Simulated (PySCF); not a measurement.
A side-by-side comparison of computed properties.

First species: C5H12N (charge +1).
Numbering: `[CH3:1][C@@H:2]1[CH2:3][CH2:4][NH2+:5][CH2:6]1` (hydrogens: H7, H8, H9 on C1; H10 on C2; H11, H12 on C3; H13, H14 on C4; H15, H16 on N5; H17, H18 on C6)

Geometry (PBE0-D3(BJ)/def2-SVP, Å), atoms numbered from 1 in this order:
```
atom  x, y, z in Å
C1     1.9027   -0.2438    0.2688
C2     0.6153   -0.3687   -0.5357
C3    -0.1479    0.9790   -0.6563
C4    -1.5594    0.7208   -0.1476
N5    -1.3716   -0.4287    0.7972
C6    -0.3962   -1.3323    0.1033
H7     2.5810    0.4843   -0.1985
H8     1.7124    0.1018    1.2991
H9     2.4353   -1.2043    0.3250
H10    0.8596   -0.7527   -1.5365
H11    0.3457    1.7497   -0.0449
H12   -0.1724    1.3613   -1.6851
H13   -2.0359    1.5598    0.3760
H14   -2.2366    0.3658   -0.9372
H15   -0.9656   -0.0907    1.6788
H16   -2.2509   -0.8978    1.0424
H17    0.0329   -2.0378    0.8272
H18   -0.9729   -1.8956   -0.6429
```

Second species: C₂H₆OP₂.
SMILES: `[H]/P=P\COC`

Levels: PBE0/def2-SVPD for HOMO energy, LUMO energy, HOMO–LUMO gap and static isotropic polarisability; TDDFT PBE0/def2-SVPD for lowest singlet excitation; TDA PBE0/def2-SVPD for lowest triplet excitation (Tamm–Dancoff); ΔSCF PBE0/def2-SVPD for vertical ionisation energy and vertical electron affinity. Geometries: PBE0-D3(BJ)/def2-SVP. All species are isolated and taken at one optimised geometry, non-relativistic unless stated. Electronic properties by PySCF.

Dipoles, sizes and rotational constants follow the conformer. The torsions of the flexible species, by atom-mapped SMILES:
- `[H]/[P:5]=[P:4]\[CH2:3][O:2][CH3:1]`: C1–O2–C3–P4 -81°, O2–C3–P4–P5 -17°

The conformers of `C[C@@H]1CC[NH2+]C1` aren't listed.

```json
{"property": "HOMO energy", "column X": "-13.73 eV", "column Y": "-7.23 eV"}
{"property": "LUMO energy", "column X": "-4.47 eV", "column Y": "-2.57 eV"}
{"property": "HOMO–LUMO gap", "column X": "9.26 eV", "column Y": "4.66 eV"}
{"property": "lowest singlet excitation", "column X": "8.17 eV", "column Y": "3.35 eV"}
{"property": "lowest triplet excitation (Tamm–Dancoff)", "column X": "8.05 eV", "column Y": "2.16 eV"}
{"property": "static isotropic polarisability", "column X": "60.7 au", "column Y": "82.9 au"}
{"property": "vertical ionisation energy", "column X": "15.85 eV", "column Y": "9.10 eV"}
{"property": "vertical electron affinity", "column X": "3.09 eV", "column Y": "0.68 eV"}
```

Task: Which column belongs to which species?

Result: Column X is the first species and column Y the second. The first has 18 atoms and 48 electrons, the second 11 and 56; their charges are +1 and 0, their HOMO energies -13.73 eV and -7.23 eV.

Task: How does each property change from the first species to the second?

Result: HOMO energy +6.50 eV; LUMO energy +1.90 eV; HOMO–LUMO gap -4.60 eV; lowest singlet excitation -4.82 eV; lowest triplet excitation (Tamm–Dancoff) -5.89 eV; static isotropic polarisability +22.2 au; vertical ionisation energy -6.75 eV; vertical electron affinity -2.41 eV.

On the first: The principal polarisabilities are 54.8, 61.0 and 66.4 au; their mean is the isotropic value. S1 lies 1.09 eV below the HOMO–LUMO gap; its leading configuration is HOMO→LUMO, weight 0.98.

On the second: The principal polarisabilities are 63.8, 83.5 and 101.5 au; their mean is the isotropic value. −ε(LUMO) is 2.57 eV against a ΔSCF electron affinity of 0.68 eV.
